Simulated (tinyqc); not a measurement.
Inside a calculation. Method: MP2 on RHF in the sto-3g basis, frozen core, for H2O, spin multiplicity 1. One step of it, computed by the program tinyqc.

Task: Second-order Moller-Plesset energy. E2 = sum_ijab (ia|jb) [2 (ia|jb) - (ib|ja)] / (e_i + e_j - e_a - e_b) over occupied i, j and virtual a, b; the opposite-spin part is (ia|jb)^2 / denominator, the rest is same-spin, and SCS-MP2 scales them by 6/5 and 1/3.

orbital energies (hartree): MO1 -20.261156, MO2 -1.239154, MO3 -0.566152, MO4 -0.457031, MO5 -0.392628, MO6 0.520037, MO7 0.653059

Two-electron integrals over orbitals (pq|rs), unique and non-zero (hartree); the lowest 1 orbital is frozen and left out:
```
(22|22) 0.726635    (32|22) 0.010566    (32|32) 0.136391    (33|22) 0.633311
(33|32) -0.003314   (33|33) 0.616612    (42|22) -0.011884   (42|32) 0.003191
(42|33) 0.002520    (42|42) 0.126245    (43|22) 0.013512    (43|32) 0.021167
(43|33) 0.010028    (43|42) -0.017989   (43|43) 0.054452    (44|22) 0.660829
(44|32) -0.017424   (44|33) 0.582348    (44|42) -0.094510   (44|43) 0.014943
(44|44) 0.724148    (52|52) 0.147001    (53|52) -0.009231   (53|53) 0.028746
(54|52) -0.046426   (54|53) 0.005168    (54|54) 0.051497    (55|22) 0.750190
(55|32) -0.010075   (55|33) 0.620133    (55|42) -0.077338   (55|43) 0.020783
(55|44) 0.700347    (55|55) 0.880159    (62|22) -0.123102   (62|32) 0.020548
(62|33) -0.070349   (62|42) -0.028581   (62|43) -0.011677   (62|44) -0.058931
(62|55) -0.133134   (62|62) 0.091455    (63|22) 0.058548    (63|32) 0.024063
(63|33) 0.039406    (63|42) -0.026860   (63|43) 0.033605    (63|44) 0.040121
(63|55) 0.071457    (63|62) -0.033017   (63|63) 0.076324    (64|22) -0.114635
(64|32) -0.025284   (64|33) -0.049703   (64|42) 0.050835    (64|43) -0.020357
(64|44) -0.124479   (64|55) -0.137722   (64|62) 0.049118    (64|63) -0.054251
(64|64) 0.099921    (65|52) -0.048327   (65|53) 0.010856    (65|54) -0.003936
(65|65) 0.034062    (66|22) 0.601352    (66|32) -0.056516   (66|33) 0.563255
(66|42) 0.044995    (66|43) -0.038255   (66|44) 0.563640    (66|55) 0.588818
(66|62) -0.084502   (66|63) -0.018391   (66|64) -0.027213   (66|66) 0.637354
(72|22) -0.062394   (72|32) -0.040992   (72|33) -0.022579   (72|42) 0.000428
(72|43) 0.030208    (72|44) -0.040889   (72|55) -0.067041   (72|62) 0.014730
(72|63) 0.017778    (72|64) 0.028521    (72|66) -0.044057   (72|72) 0.072520
(73|22) -0.134535   (73|32) 0.031287    (73|33) -0.083380   (73|42) 0.074099
(73|43) -0.001935   (73|44) -0.137026   (73|55) -0.180184   (73|62) 0.055724
(73|63) -0.026348   (73|64) 0.075944    (73|66) -0.062768   (73|72) 0.040884
(73|73) 0.148649    (74|22) -0.018572   (74|32) 0.069968    (74|33) -0.013586
(74|42) 0.002202    (74|43) 0.002286    (74|44) -0.032850   (74|55) -0.028733
(74|62) 0.022310    (74|63) 0.030503    (74|64) -0.007297   (74|66) -0.049462
(74|72) -0.006893   (74|73) 0.039541    (74|74) 0.063469    (75|52) -0.023787
(75|53) -0.020762   (75|54) 0.002294    (75|65) 0.004640    (75|75) 0.026398
(76|22) 0.007709    (76|32) 0.063825    (76|33) -0.007005   (76|42) 0.018721
(76|43) 0.037971    (76|44) -0.019874   (76|55) -0.004339   (76|62) -0.012701
(76|63) 0.032929    (76|64) -0.022820   (76|66) -0.044503   (76|72) 0.003593
(76|73) 0.033309    (76|74) 0.034096    (76|76) 0.065105    (77|22) 0.621102
(77|32) 0.066882    (77|33) 0.594848    (77|42) -0.009015   (77|43) 0.041900
(77|44) 0.573785    (77|55) 0.611324    (77|62) -0.061369   (77|63) 0.069953
(77|64) -0.069253   (77|66) 0.513942    (77|72) -0.025131   (77|73) -0.055463
(77|74) 0.030643    (77|76) 0.046798    (77|77) 0.652572
```

Hartree-Fock energy = -74.95594518 hartree

Give: Terms; Pair energies; MP2 correlation energy; SCS-MP2 correlation energy; MP2 total energy.

Result:

Terms:

| i | j | a | b | (ia\|jb) | (ib\|ja) | denominator | term |
|---|---|---|---|---|---|---|---|
| 3 | 3 | 7 | 7 | 0.149 | 0.149 | -2.438 | -0.009 |
| 4 | 4 | 6 | 6 | 0.100 | 0.100 | -1.954 | -0.005 |
| 4 | 3 | 6 | 7 | 0.076 | 0.031 | -2.196 | -4.20e-03 |
| 3 | 4 | 7 | 6 | 0.076 | 0.031 | -2.196 | -4.20e-03 |
| 3 | 3 | 6 | 6 | 0.076 | 0.076 | -2.172 | -2.68e-03 |
| 2 | 2 | 6 | 6 | 0.091 | 0.091 | -3.518 | -2.38e-03 |
| 4 | 4 | 7 | 7 | 0.063 | 0.063 | -2.220 | -1.81e-03 |
| 3 | 2 | 7 | 6 | 0.056 | 0.018 | -2.978 | -1.75e-03 |
| 2 | 3 | 6 | 7 | 0.056 | 0.018 | -2.978 | -1.75e-03 |
| 4 | 3 | 6 | 6 | -0.054 | -0.054 | -2.063 | -1.43e-03 |
| 3 | 4 | 6 | 6 | -0.054 | -0.054 | -2.063 | -1.43e-03 |
| 2 | 2 | 7 | 7 | 0.073 | 0.073 | -3.784 | -1.39e-03 |
| 2 | 4 | 6 | 6 | 0.049 | 0.049 | -2.736 | -8.82e-04 |
| 4 | 2 | 6 | 6 | 0.049 | 0.049 | -2.736 | -8.82e-04 |
| 4 | 3 | 7 | 7 | 0.040 | 0.040 | -2.329 | -6.71e-04 |
| 3 | 4 | 7 | 7 | 0.040 | 0.040 | -2.329 | -6.71e-04 |
| 5 | 5 | 6 | 6 | 0.034 | 0.034 | -1.825 | -6.36e-04 |
| 3 | 2 | 7 | 7 | 0.041 | 0.041 | -3.111 | -5.37e-04 |
| 2 | 3 | 7 | 7 | 0.041 | 0.041 | -3.111 | -5.37e-04 |
| 3 | 2 | 6 | 6 | -0.033 | -0.033 | -2.845 | -3.83e-04 |
| 2 | 3 | 6 | 6 | -0.033 | -0.033 | -2.845 | -3.83e-04 |
| 4 | 2 | 6 | 7 | 0.029 | 0.022 | -2.869 | -3.45e-04 |
| 2 | 4 | 7 | 6 | 0.029 | 0.022 | -2.869 | -3.45e-04 |
| 5 | 5 | 7 | 7 | 0.026 | 0.026 | -2.091 | -3.33e-04 |
| 3 | 3 | 7 | 6 | -0.026 | -0.026 | -2.305 | -3.01e-04 |
| 3 | 3 | 6 | 7 | -0.026 | -0.026 | -2.305 | -3.01e-04 |
| 4 | 3 | 7 | 6 | 0.031 | 0.076 | -2.196 | 2.07e-04 |
| 3 | 4 | 6 | 7 | 0.031 | 0.076 | -2.196 | 2.07e-04 |
| 2 | 4 | 6 | 7 | 0.022 | 0.029 | -2.869 | -1.25e-04 |
| 4 | 2 | 7 | 6 | 0.022 | 0.029 | -2.869 | -1.25e-04 |
| 3 | 2 | 6 | 7 | 0.018 | 0.056 | -2.978 | 1.20e-04 |
| 2 | 3 | 7 | 6 | 0.018 | 0.056 | -2.978 | 1.20e-04 |
| 2 | 2 | 7 | 6 | 0.015 | 0.015 | -3.651 | -5.94e-05 |
| 2 | 2 | 6 | 7 | 0.015 | 0.015 | -3.651 | -5.94e-05 |
| 4 | 4 | 6 | 7 | -0.007 | -0.007 | -2.087 | -2.55e-05 |
| 4 | 4 | 7 | 6 | -0.007 | -0.007 | -2.087 | -2.55e-05 |
| 2 | 4 | 7 | 7 | -0.007 | -0.007 | -3.002 | -1.58e-05 |
| 4 | 2 | 7 | 7 | -0.007 | -0.007 | -3.002 | -1.58e-05 |
| 5 | 5 | 6 | 7 | 4.64e-03 | 4.64e-03 | -1.958 | -1.10e-05 |
| 5 | 5 | 7 | 6 | 4.64e-03 | 4.64e-03 | -1.958 | -1.10e-05 |

Pair energies (hartree; pair i-j sums ij and ji):

| pair | opposite spin | same spin |
|---|---|---|
| 2-2 | -3.89e-03 | 0 |
| 3-2 | -4.14e-03 | -9.67e-04 |
| 3-3 | -0.012 | 0 |
| 4-2 | -2.71e-03 | -2.69e-05 |
| 4-3 | -0.010 | -1.88e-03 |
| 4-4 | -0.007 | 0 |
| 5-5 | -9.91e-04 | 0 |

MP2 correlation energy = -0.04421 hartree

SCS-MP2 correlation energy = -0.05056 hartree

MP2 total energy = -75.00016 hartree
